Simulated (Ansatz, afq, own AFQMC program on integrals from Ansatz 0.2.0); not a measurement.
**Where AFQMC and coupled cluster stand for CH2N, doublet**

| atom | x (Å) | y (Å) | z (Å) |
| --- | --- | --- | --- |
| N | 0.0000 | 0.0000 | 0.5481 |
| C | 0.0000 | 0.0000 | -0.8171 |
| H | 0.0000 | 0.8633 | 1.0602 |
| H | 0.0000 | -0.8633 | 1.0602 |

Connectivity, by distances: NH2–C.

Basis cc-pVDZ. Only valence electrons are correlated. Integrals, coupled cluster, full CI and functionals: Ansatz 0.2.0; the random walks run on the same integrals in our own AFQMC program. The CISD trial takes its coefficients from CCSD amplitudes. Released means that phaseless walkers are propagated on without the constraint, phases kept. Uncertainties: one standard error, sampling alone.

Determinant: UHF, the one that the program's search chose, which needn't be the lowest solution. The geometry is a PBE0/def2-TZVP stationary point of this or a neighbouring charge and spin state.

No full CI on the walks' own integrals is used here; CCSDT(Q) serves as the reference and is uncertain by about the last step of the cluster series.

The T1 diagnostic is 0.0200. The weight of the determinant in the CISD state is 0.889 and the ⟨S²⟩ of the determinant is 0.766. The size of the correlated space is 11 electrons in 36 orbitals.

```json
{"level": "MP2", "correlation energy (eV)": "-7.0327"}
{"level": "CCSD", "correlation energy (eV)": "-7.7616"}
{"level": "CCSD(T)", "correlation energy (eV)": "-8.0052"}
```

Task: Estimate where phaseless AFQMC with a CISD trial lies against CCSD(T) on the same integrals.

Result: 1.24 ± 0.19 mEh below CCSD(T).

Reference: CCSDT(Q), correlation energy -8.047 eV. The released energy is read at 2.40 1/Eh (meV from the phaseless value at times in 1/Eh: -5 ± 5 at 0.24, -16 ± 7 at 0.51, -10 ± 4 at 0.99, -10 ± 6 at 1.62, -3 ± 5 at 2.40).

```json
{"level": "CCSD(T)", "E − E(reference) (mEh)": "1.54", "share of correlation (%)": "99.48"}
{"level": "CCSDT", "E − E(reference) (mEh)": "0.71", "share of correlation (%)": "99.76"}
{"level": "ph-AFQMC/CISD", "E − E(reference) (mEh)": "0.30 ± 0.19", "share of correlation (%)": "99.90"}
{"level": "released AFQMC", "E − E(reference) (mEh)": "0.20 ± 0.19", "share of correlation (%)": "99.93"}
```

A walk keeps the symmetry of its determinant, which the program's search chose and which needn't be the lowest solution, so a lower state of the same spin and another symmetry isn't excluded. Released energies are given only where the last usable release times agree within the noise; a slower fall can still hide under it.
